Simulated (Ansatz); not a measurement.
Ideal-gas functions of CHClF₂, SMILES `FC(F)Cl` at 500 K and 1 bar, from an Ansatz frequency run at PBE0-D4/def2-TZVP.

Molar mass 86.47 g/mol, point group Cs (symmetry number 1), electronic degeneracy 1, moments of inertia 49.05, 104.917, 144.717 u Å². Harmonic wavenumbers (cm⁻¹, unscaled): 368, 414, 605, 812, 1138, 1162, 1327, 1374, 3137.

Use S(trans) = R[1.5 ln M + 2.5 ln T − 1.1517]; rotational temperatures θ = 24.2544 K / I; S(rot) = R[ln(√π/σ · √(T³/θAθBθC)) + 1.5]; for each mode x = 1.438777 ν̃/T, S = R[x/(eˣ − 1) − ln(1 − e⁻ˣ)] and H = RT x/(eˣ − 1); 1 cm⁻¹ = 0.0119627 kJ/mol; R = 8.31446 J/(mol·K).

Problem. By hand: the entropy, in J/(mol·K).

Solution. Translation 175.2. Rotation: θ = 0.4945, 0.2312, 0.1676 K, giving 111.2. Vibration, mode by mode: 8.22, 7.33, 4.68, 2.92, 1.39, 1.32, 0.90, 0.80, 0.01, in all 27.6. Electronic 0.0. Sum 314.0 J/(mol·K).

Problem. By hand: H − E and G − E in kJ/mol, counted from the electronic energy.

Solution. Zero-point energy ½ × 10337 × 0.0119627 = 61.8; thermal vibration 8.8; translation, rotation and pV give 4 RT = 16.6. H − E = 87.2 kJ/mol, and G − E = 87.2 − 500 × 314.0/1000 = -69.8 kJ/mol.

Vibration gives 9 % of the entropy.
